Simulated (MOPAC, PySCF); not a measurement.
## Bulk modulus B0 of diamond: levels of theory against measurement

Reference value: 455 GPa (measured, 0 K value with the zero-point phonon effect removed; as tabulated in Mejia-Rodriguez and Trickey (2018), arXiv:1807.09216).

```
level (code)                             value (GPa)  cell (Å³/atom)  error (%)
---------------------------------------  -----------  --------------  ---------
PM6 semi-empirical Hartree-Fock (MOPAC)          734            5.80        +61
PBE (PySCF)                                 435 ± 10            5.70       -4.4
PBE0 (PySCF)                                468 ± 10            5.59       +2.9
CCSD (PySCF)                                462 ± 10            5.55       +1.5
```

Once the reference is moved by up to 1.7 % (a margin picked here for doubts on the reference and the settings) and values within 1.7 % count as equal, the nearest can be CCSD (+1.5 %), PBE0 (+2.9 %) or PBE (-4.4 %). Among them PM6 semi-empirical Hartree-Fock (MOPAC) (+61 %) misses by most. Within 10 %: PBE, PBE0, CCSD.

A ± on a computed value is a rough bar: the spread of its extrapolation, a floor set from checks against published values, or a statistical error. PM6 semi-empirical Hartree-Fock (MOPAC): the method was fitted mainly to molecules. PM6 semi-empirical Hartree-Fock (MOPAC): the run uses a supercell at the zone centre in place of a k mesh. Each level is taken at its own relaxed cell.

Differences are worked out from the printed values.
